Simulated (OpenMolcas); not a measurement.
**How methods differ on SiF2 (SMILES F[Si]F)**

SiF2: 3 atoms, total charge 0, spin state singlet. As SMILES, `F[Si]F`. Geometry: relaxed at PBE0-D4/def2-TZVP.

```xyz
3

F     0.1663    1.2468    0.2294
Si   -0.5949   -0.0464   -0.3301
F     0.4286   -1.2004    0.1007
```

Quantity: the energy change with the Si2–F3 bond stretched from 1.602 to 2.803 Å, in eV. The values are calculated.

| level | kind | program | value (eV) | less FCI/STO-3G | CPU time (all runs) |
| --- | --- | --- | --- | --- | --- |
| r2SCAN/STO-3G (restricted) | meta-GGA | OpenMolcas | 5.19 | +1.08 | 11 s |
| B3LYP/STO-3G (restricted) | global hybrid | OpenMolcas | 5.50 | +1.39 | 6.5 s |
| M06-2X/STO-3G (restricted) | hybrid meta-GGA | OpenMolcas | 6.21 | +2.10 | 7.8 s |
| PBE0/STO-3G (restricted) | global hybrid | OpenMolcas | 5.70 | +1.59 | 5.9 s |
| B2PLYP/STO-3G (restricted) | double hybrid | OpenMolcas | 5.39 | +1.28 | 6.5 s |
| SC-NEVPT2(2,2)/STO-3G | multireference | OpenMolcas | 3.98 | -0.13 | 2.8 s |
| CISD/STO-3G (restricted) | coupled cluster or CI | OpenMolcas | 4.57 | +0.46 | 3.1 s |
| FCI/STO-3G | exact in the basis | OpenMolcas | 4.11 | 0.00 | 24 s |

FCI/STO-3G is exact within its basis and frozen core, so for wave-function methods in that basis the difference is their error; functionals converge differently with the basis, so for them it is only a difference. The first shape isn't each level's own minimum. The values span 3.98 to 6.21 eV. All rows use very small basis sets, so even the best lies far from the true value. Times are those of the runs behind each value, whatever else they computed, on shared processors of several kinds: orders of magnitude only.
